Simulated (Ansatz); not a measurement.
Process, species as SMILES: Cl (HCl) → [Cl-] + H+
B3LYP-D3(BJ)/def2-TZVP geometries, fixed; electronic energies without zero-point terms.

Basis-set convergence of the deprotonation energy at PBE0 with Ansatz (a program for electronic structure). Cartesian d functions, on some or all atoms, in 6-31G*, 6-311G**, 6-311+G**; all else is spherical. The program fits the integrals of some runs and decomposes those of others, by size. No added dispersion term, no relativity. Functions are those of the species that has most. Reference: the value in aug-cc-pV(5+d)Z, 337.44 kcal/mol, itself unsure by roughly 0.04 kcal/mol (its mean distance from aug-pcseg-3, aug-cc-pV(Q+d)Z, def2-QZVPPD). Deviations are taken from unrounded values.

| basis | functions | deprotonation energy (kcal/mol) | minus reference (kcal/mol) |
|---|---|---|---|
| 3-21G | 15 | 331.16 | -6.28 |
| 6-31G | 15 | 328.94 | -8.49 |
| pcseg-0 | 15 | 340.87 | 3.44 |
| def2-SV(P) | 20 | 354.38 | 16.94 |
| 6-31G* | 21 | 339.87 | 2.43 |
| cc-pV(D+d)Z | 28 | 348.86 | 11.42 |
| 6-311G** | 33 | 335.52 | -1.92 |
| aug-pcseg-1 | 36 | 332.76 | -4.68 |
| 6-311+G** | 37 | 334.31 | -3.13 |
| def2-TZVP | 43 | 343.27 | 5.83 |
| 6-311++G(2d,2p) | 45 | 335.89 | -1.54 |
| jun-cc-pV(T+d)Z | 62 | 337.06 | -0.38 |
| 6-311++G(3df,3pd) | 65 | 337.53 | 0.09 |
| def2-TZVPPD | 68 | 337.20 | -0.24 |
| pcseg-3 | 97 | 338.42 | 0.99 |
| def2-QZVPP | 100 | 339.33 | 1.89 |
| cc-pV(5+d)Z | 155 | 339.37 | 1.94 |
| aug-cc-pV(5+d)Z | 216 | 337.44 | 0.00 |
